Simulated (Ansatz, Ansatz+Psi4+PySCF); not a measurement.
```tsv
atom	x (Å)	y (Å)	z (Å)
C	0.0000	0.0000	-1.1314
Cl	0.0000	0.0000	0.6959
H	0.0000	1.0293	-1.4843
H	0.8914	-0.5147	-1.4843
H	-0.8914	-0.5147	-1.4843
```

Basis set: cc-pVTZ on H, C; cc-pV(T+d)Z on Cl (spherical functions). Correlated methods keep 6 orbitals frozen. Charge 0, multiplicity 1.

Computed with Ansatz (development build ahead of 0.2.0); each method stands on the lowest determinant of its kind that the runs found. Restricted open shells among the atoms or ions are ROHF, correlated in semicanonical orbitals with singles.

Problem. Give the atomization energy at this shape (free ground-state atoms in the same class of orbitals less the molecule, no zero-point energy) of singlet CH₃Cl by RHF-CCSD(T), RHF-MP2, RHF.

Solution.

```json
{"method": "RHF-CCSD(T)", "atomization energy": "385.33 kcal/mol"}
{"method": "RHF-MP2", "atomization energy": "387.65 kcal/mol"}
{"method": "RHF", "atomization energy": "302.21 kcal/mol"}
```
